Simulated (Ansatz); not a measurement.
A nudged elastic band was laid between two geometries of BH4OSi (7 atoms, charge -1, multiplicity 1).

The calculation used RHF/def2-SVP in Ansatz.

```yaml
movable_images: 7
climbing_image: yes
spring: 5.0 eV/Å²
optimiser: quadratic models (default)
start_path: through a guess of the saddle point
force_threshold: 0.05 eV/Å
iteration_limit: 60
end_points: relaxed
```

Image 0:

```xyz
7
Properties=species:S:1:pos:R:3
B -0.950 0.244 -0.647
Si 0.676 -0.340 0.484
O 0.874 -1.838 0.839
H -1.824 -0.479 -1.082
H -1.105 1.418 -0.937
H 0.533 0.647 1.652
H 1.797 0.348 -0.309
```

Image 8:

```xyz
7
Properties=species:S:1:pos:R:3
B -0.958 0.240 -0.635
Si 0.686 -0.342 0.465
O 0.757 -1.780 1.045
H -0.921 1.198 -1.389
H -2.064 -0.255 -0.539
H 0.642 0.833 1.466
H 1.858 0.107 -0.412
```

Question: Which bonds break or form, and what moves?

Answer: No bond is made or broken. The dihedral H4–B1–Si2–O3 goes from 1 to -161°.

Question: Give the energies along the band, and the barrier.

Answer: The forces met the threshold. The highest image is number 3 of 0 to 8, 0.007 eV above the ends, which have the same energy within 2 meV. Beside the main top the profile has a ripple of under 15 meV (maxima at images 3, 6), which may be a very shallow well or noise. The top lies less than 8 meV above the higher end, about what the thresholds resolve: that end is a shoulder or a very shallow well. A vibrational analysis at the climbing image gives one clearly imaginary mode, 104i cm⁻¹: a first-order saddle point. Limits of this set-up: an anion without diffuse functions, the dipole of an ion depends on the origin.

| image | path coordinate (Å) | energy (eV) | dihedral H4–B1–Si2–O3 (°) |
| --- | --- | --- | --- |
| 0 | 0.00 | 0.000 | 1 |
| 1 | 0.44 | -0.002 | -20 |
| 2 | 0.89 | 0.002 | -40 |
| 3 | 1.33 | 0.007 | -57 |
| 4 | 1.77 | 0.003 | -74 |
| 5 | 2.22 | 0.001 | -94 |
| 6 | 2.67 | 0.007 | -116 |
| 7 | 3.11 | 0.003 | -139 |
| 8 | 3.56 | -0.002 | -161 |

Question: What is the geometry of the highest image?

Answer: 
```xyz
7
Properties=species:S:1:pos:R:3
B -0.965 0.278 -0.624
Si 0.675 -0.291 0.502
O 0.607 -1.746 1.047
H -1.294 -0.350 -1.611
H -1.700 1.222 -0.396
H 0.851 0.823 1.536
H 1.826 0.064 -0.455
```

The run took 25 s on 1 thread of Intel(R) Xeon(R) 6975P-C (Granite Rapids), on a shared host, peak memory 0.13 GiB.
